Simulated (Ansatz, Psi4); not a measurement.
**N2H3 (hydrazinyl radical): the vertical ionisation energy from total energies**

The species is N2H3 (5 atoms), meant as a doublet with charge 0. As SMILES, `[NH]N`. The coordinates come from a PBE0-D4/def2-TZVP relaxation. This is one conformer, not always the lowest.

Both states at this one shape; open shells run unrestricted unless said. 1 Eh = 27.2114 eV.

```tsv
level	program	doublet N2H3 (Eh)	singlet [N2H3]+ (Eh)
UHSE06/def2-TZVP	Psi4	-111.159901	-110.850482
UB2PLYP/def2-TZVP, 2 core orbitals frozen	Ansatz	-111.184637	-110.884163
RPA@PBE/def2-TZVP, 2 core orbitals frozen	Ansatz	-111.241491	-110.943607
```

**Question.** Work out the vertical ionisation energy at each level.

**Answer.** 
1. UHSE06/def2-TZVP: -110.850482 − (-111.159901) = 0.309419 Eh = 8.42 eV.
2. UB2PLYP/def2-TZVP: -110.884163 − (-111.184637) = 0.300474 Eh = 8.18 eV.
3. RPA@PBE/def2-TZVP: -110.943607 − (-111.241491) = 0.297884 Eh = 8.11 eV.

No measured value is set beside it here; the levels span 8.11 to 8.42 eV.
